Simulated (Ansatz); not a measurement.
Basis-set extrapolation for P$_{2}$+, SMILES `P#[P+]` radical (PBE0-D4/def2-TZVP geometry, frozen core, Ansatz 0.2.0). Multiplicity 2, UHF reference.

|  | cc-pV(T+d)Z | cc-pV(Q+d)Z |
| --- | --- | --- |
| HF | -681.159788 | -681.165756 |
| MP2 correlation | -0.205034 | -0.220940 |
| CCSD(T) correlation | -0.268241 | -0.282354 |

Energies in hartree. Use E(X) = E(∞) + A·exp(−5.46·√X) for Hartree–Fock and E(X) = E(∞) + B·X^(−3.05) for correlation, with X = 3 and 4.

Problem. What is the CCSD(T) energy at the basis-set limit?

Solution. HF limit: -681.165756 + (-0.005968) × 0.30130 = -681.16755. Correlation limit: -0.282354 + (-0.014113) × 0.71189 = -0.29240. Total: -681.45995 hartree, 83.8 kJ/mol below CCSD(T)/cc-pV(T+d)Z.

The UHF reference is spin-contaminated (⟨S²⟩ = 1.15, T1 = 0.082).
